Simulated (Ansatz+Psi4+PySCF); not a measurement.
Results of a calculation; reference values are marked as such.
Input for Psi4 1.11:

```
molecule {
1 2
N 0.300000 0.300000 0.300000
H -0.000800 0.458200 -0.661700
H 0.153000 -0.609700 0.737300
H 0.747800 1.051500 0.824400
}

set basis cc-pVTZ
set reference uhf
set scf_type pk
set mp2_type conv
set cc_type conv
set num_frozen_docc 1
energy('mp2')
```

The input is written out from the run's settings.

The run gave:

```json
{
 "Converged": "yes",
 "Reference energy": "-55.90345 hartree",
 "Correlation energy": "-0.17847 hartree",
 "Total energy": "-56.08192 hartree",
 "Spin squared of the determinant": "0.761",
 "Occupied orbitals by symmetry in an Abelian subgroup (alpha; beta)": "4 Ap 1 App; 4 Ap"
}
```
